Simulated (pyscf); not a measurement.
Optimised with ωB97X-D3(BJ)/def2-SVP in PySCF.

SMILES: CC(C)C[SeH]
```xyz
15

C     -0.4020    -0.7852     0.9614
C      0.4240     0.3490     0.3444
C      0.0971     0.5243    -1.1390
C      0.2001     1.6385     1.1416
Se     1.3348     3.1444     0.6385
H     -0.2358    -1.7321     0.4235
H     -0.1420    -0.9467     2.0201
H     -1.4802    -0.5560     0.9098
H      1.4933     0.0829     0.4350
H      0.2987    -0.4030    -1.6984
H      0.6929     1.3342    -1.5856
H     -0.9703     0.7722    -1.2730
H     -0.8297     2.0051     0.9968
H      0.3305     1.4628     2.2193
H      2.5806     2.5247     1.1040
```

Q: What is the homolytic dissociation enthalpy (298 K, ωB97M-D3(BJ)/def2-TZVP) of the C–C bond of `[CH3][CH]([CH3])[CH2][SeH]`, to H₃C–CH•–CH₃ + •H₂C–SeH?

A: C–C to H₃C–CH•–CH₃ + •H₂C–SeH: 3.58 eV. The 7 functionals that were run give +3.14 (r²SCAN) to +3.63 eV (M06-2X). •H₂C–SeH lies 1.00 eV over its isomer H₃C–Se•, and others may lie lower still (electronic energy, ωB97M-D3(BJ)). Other isomers of H₃C–CH•–CH₃ were not searched in full and may lie lower. Elements up to Kr have no core potential and no relativistic terms here.
